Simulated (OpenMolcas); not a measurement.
# RI-MP2/def2-TZVP (Cholesky decomposition) run of HNO (nitroxyl)

Aim: the energy change on altering one bond length of HNO (nitroxyl) at RI-MP2/def2-TZVP (Cholesky decomposition), from 2 runs. 

The calculation is run with OpenMolcas 26.06.

## (1) Starting point

HNO has 3 atoms, charge 0, and is taken as a singlet. As SMILES, `N=O`. The coordinates come from a GFN2-xTB relaxation.

Bond lengths: N1–O2 1.201 Å, N1–H3 1.062 Å. Angles: O2–N1–H3 112.4°.

## (2) The energy at RI-MP2/def2-TZVP (Cholesky decomposition)

input.xyz reads:

```xyz
3

N     -0.275940     0.297220    -0.114780
O      0.768580     0.418030     0.466150
H     -0.492640    -0.715240    -0.351380
```

job.inp reads:

```
>>> EXPORT MOLCAS_PRINT=2

&GATEWAY
 BasLib=$CurrDir
 Coord=input.xyz
 Basis=def2-TZVP
 Group=NoSym

&SEWARD
 High

&SCF
 PrOrbitals=0

&MBPT2
 Frozen=2
```

The basis set def2-TZVP is read from a file made from the Basis Set Exchange's data (not shown).

The run is started by

```console
$ export MOLCAS_MEM=1860
$ pymolcas job.inp > job.log
```

The program printed:

```text
--- Start Module: gateway ---
[...]
--- Stop Module: gateway /rc=_RC_ALL_IS_WELL_ ---
[...]
      Basis functions           68
[...]
--- Start Module: scf ---
[...]
       Convergence after  12 Iterations
[...]
::    Total SCF energy                               -129.8419149269
[...]
      Total spin, S                                     0.0000000000
[...]
      Total electronic charge=   16.000000
      Total            charge=   -0.000000
[...]
      Dipole Moment (debye):
      Origin of the operator (angstrom)=    0.2559    0.3266    0.1772
                   X= -8.9394E-01               Y= -1.6986E+00               Z= -6.8471E-01           Total=  2.0379E+00
      Quadrupole Moment (debye*angstrom):
[...]
--- Stop Module: scf /rc=_RC_ALL_IS_WELL_ ---
[...]
--- Start Module: mbpt2 ---
[...]
WARNING!
Default frozen orbitals as non valence orbitals is overwritten by user input.
Default values:   2
[...]
       Reference weight ( Cref**2 )         =        0.89194
::    Total MBPT2 energy                             -130.2725893036
[...]
--- Stop Module: mbpt2 /rc=_RC_ALL_IS_WELL_ ---
[...]
```

Wall time 2.9 s (1 thread of Arm Neoverse V2, shared host); peak memory 0.093 GiB.

## (3) The distorted shape at the same level

input.xyz reads:

```xyz
3

N     -0.297604     0.196001    -0.138434
O      0.746916     0.316811     0.442496
H     -0.492640    -0.715240    -0.351380
```

job.inp reads:

```
&gateway
 baslib = $CurrDir
 coord = input.xyz
 basis = def2-TZVP
 group = NoSym

&seward
 high

&scf
 prorbitals = 0

&mbpt2
 frozen = 2
```

The basis set def2-TZVP is read from a file made from the Basis Set Exchange's data (not shown).

The run is started by

```console
$ export MOLCAS_MEM=1860
$ pymolcas job.inp > job.log
```

The program printed:

```text
--- Start Module: gateway ---
[...]
--- Stop Module: gateway /rc=_RC_ALL_IS_WELL_ ---
[...]
      Basis functions           68
[...]
--- Start Module: scf ---
[...]
       Convergence after  12 Iterations
[...]
::    Total SCF energy                               -129.8384757838
[...]
      Total spin, S                                     0.0000000000
[...]
      Total electronic charge=   16.000000
      Total            charge=   -0.000000
[...]
      Dipole Moment (debye):
      Origin of the operator (angstrom)=    0.2349    0.2287    0.1543
                   X= -9.1717E-01               Y= -1.7614E+00               Z= -7.0470E-01           Total=  2.1072E+00
      Quadrupole Moment (debye*angstrom):
[...]
--- Stop Module: scf /rc=_RC_ALL_IS_WELL_ ---
[...]
--- Start Module: mbpt2 ---
[...]
WARNING!
Default frozen orbitals as non valence orbitals is overwritten by user input.
Default values:   2
[...]
       Reference weight ( Cref**2 )         =        0.89462
::    Total MBPT2 energy                             -130.2651578734
[...]
--- Stop Module: mbpt2 /rc=_RC_ALL_IS_WELL_ ---
[...]
```

Run time: 2.8 s. Hardware: 1 thread of Arm Neoverse V2, shared host; peak memory 0.093 GiB.

## (4) Outcome

Level: RI-MP2/def2-TZVP (Cholesky decomposition), 2 core orbitals frozen.

| quantity | value |
| --- | --- |
| first shape: total energy | -130.27259 Eh |
| first shape: dipole moment (mean-field density) | 2.04 D |
| first shape: HOMO energy (Hartree–Fock orbitals) | -11.52 eV |
| first shape: LUMO energy (Hartree–Fock orbitals) | 2.23 eV |
| first shape: HOMO–LUMO gap (Hartree–Fock orbitals) | 13.75 eV |
| first shape: correlation energy (2 core orbitals frozen) | -430.7 mEh |
| distorted shape: total energy | -130.26516 Eh |
| distorted shape: dipole moment (mean-field density) | 2.11 D |
| distorted shape: HOMO energy (Hartree–Fock orbitals) | -11.67 eV |
| distorted shape: LUMO energy (Hartree–Fock orbitals) | 2.22 eV |
| distorted shape: HOMO–LUMO gap (Hartree–Fock orbitals) | 13.89 eV |
| distorted shape: correlation energy (2 core orbitals frozen) | -426.7 mEh |
| energy change with the N1–H3 bond shortened from 1.062 to 0.956 Å | 0.202 eV |

In words: With the N1–H3 bond shortened from 1.062 to 0.956 Å the energy rises by 0.20 eV (4.7 kcal/mol). The first shape isn't relaxed at this level, so the change isn't measured from a minimum. Mulliken charges (distorted shape) of the mean-field density run from -0.26 on O2 to +0.20 on H3.
